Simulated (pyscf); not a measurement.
PySCF, gas phase, ωB97X-D3(BJ)/def2-SVP geometries.

Question: PBE/def2-TZVP puts the barrier of H₂N–GeH₂–Cl + hydrogen (H₂) → Cl–GeH₃ + ammonia (NH₃) (four-centre exchange; singlet surface; Ge–N, H–H broken, Ge–H, H–N formed) at 42.8 kcal/mol and the reaction energy at -1.2 kcal/mol, from the separated reactants. What do B3LYP-D3(BJ)/def2-TZVP, M06-2X/def2-TZVP, ωB97M-D3(BJ)/def2-TZVP give on the same structures?

Answer: B3LYP-D3(BJ): ΔE‡ = 48.3 kcal/mol, ΔE = -0.5 kcal/mol; M06-2X: ΔE‡ = 50.8 kcal/mol, ΔE = +3.3 kcal/mol; ωB97M-D3(BJ): ΔE‡ = 49.1 kcal/mol, ΔE = -1.2 kcal/mol. PBE's barrier lies under all of them, by 5.5 to 8.0 kcal/mol. Its reaction energy matches one of them and lies within 4.5 kcal/mol of the others. Low barriers are usual for a GGA, whose delocalisation error favours stretched bonds. On the product side the descent ends in a complex, 7.4 kcal/mol under the separated species and 56.9 kcal/mol under the saddle at ωB97X-D3(BJ)/def2-TZVP. At the saddle there is also a short Ge–H contact that neither side keeps. This is the saddle that the search found; another between the same sides may lie lower. Elements up to Kr have no core potential and no relativistic terms here.
